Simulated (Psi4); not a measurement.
Process, species as SMILES: C=C=O + H+ → C=C=[OH+]
B3LYP-D3(BJ)/def2-TZVP geometries, fixed; electronic energies without zero-point terms; positive where energy is released.

Basis-set convergence of the proton affinity at HF with Psi4. Cartesian d functions, on some or all atoms, in 6-31G**; all else is spherical. Density fitting with the program's default auxiliary sets. Psi4's default fitting sets serve the pcseg sets less well. The proton sits at the site shown, which need not be the one that binds it best. No added dispersion term, no relativity. Functions are those of the species that has most. Reference: the value in def2-QZVPPD, 166.56 kcal/mol, itself unsure by roughly 0.03 kcal/mol (its mean distance from def2-QZVPP, cc-pVQZ). Deviations are taken from unrounded values.

| basis | functions | proton affinity (kcal/mol) | minus reference (kcal/mol) |
|---|---|---|---|
| 3-21G | 33 | 165.56 | -1.00 |
| 6-31G | 33 | 165.24 | -1.32 |
| pcseg-0 | 33 | 158.98 | -7.58 |
| def2-SV(P) | 48 | 157.39 | -9.17 |
| 6-31G** | 60 | 168.27 | 1.72 |
| 6-311+G** | 84 | 164.99 | -1.57 |
| def2-SVPD | 87 | 165.51 | -1.05 |
| aug-cc-pVDZ | 96 | 165.40 | -1.16 |
| cc-pVTZ | 132 | 166.81 | 0.25 |
| def2-TZVPPD | 165 | 166.47 | -0.08 |
| aug-cc-pVTZ | 207 | 166.48 | -0.07 |
| aug-pcseg-2 | 207 | 166.48 | -0.07 |
| cc-pVQZ | 255 | 166.61 | 0.05 |

The smallest set listed that lies within 0.5 kcal/mol of the reference with all its larger relatives (same family, alike in diffuse functions; a set with none counts only in the reference's own line) is cc-pVTZ (132 functions, 0.25 kcal/mol off). Inside, with no larger relative to test it: aug-cc-pVTZ, aug-pcseg-2. (Relatives not listed, tested too: def2-QZVPPD 0.00 kcal/mol.)
